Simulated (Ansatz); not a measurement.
C2H6OS can be A, `CS(C)=O`, or B, `CSCO`.

Gas-phase electronic energies from Ansatz, PBE0-D4/def2-TZVP geometries. CCSD(T)/CBS adds triple-zeta CCSD(T) − MP2 to the extrapolated MP2 energy (def2 sets, frozen cores). Functionals use def2-TZVPP. B3LYP here is the variant with VWN-RPA as its local correlation; programs differ in this. Each species was taken in one conformer, which may not be the lowest.

(1) Which isomer does CCSD(T)/CBS put lower? Give the gap. (An estimate is asked.)

(2) Give E(B) − E(A) in kcal/mol with B3LYP-D4, ωB97M-V, CCSD/def2-TZVPP, PBE-D4, CCSD(T)/def2-TZVPP, BLYP-D4, B2PLYP. (An estimate is asked.)

(3) Does the order hold for the free energy at 298.15 K (harmonic terms from PBE0-D4)? (Estimate.)

Largest T1 diagnostic: 0.015.

Results:

(1) Ansatz gave: B, by 12.7 kcal/mol.

(2) Ansatz gave: B3LYP-D4 -12.3, ωB97M-V -13.9, CCSD/def2-TZVPP -16.3, PBE-D4 -10.2, CCSD(T)/def2-TZVPP -15.2, BLYP-D4 -10.4, B2PLYP -12.5. None reverses the order clearly.

(3) The calculation gave: Yes: G(B) − G(A) = -12.0 kcal/mol, for one conformer each.

At CCSD(T), def2-SVP lies −20.3 kcal/mol from the extrapolated value and def2-TZVPP −2.5 kcal/mol. From BLYP to BHLYP (50 % exact exchange), in def2-TZVPP and without D4, E(B) − E(A) moves by −3.9 kcal/mol.
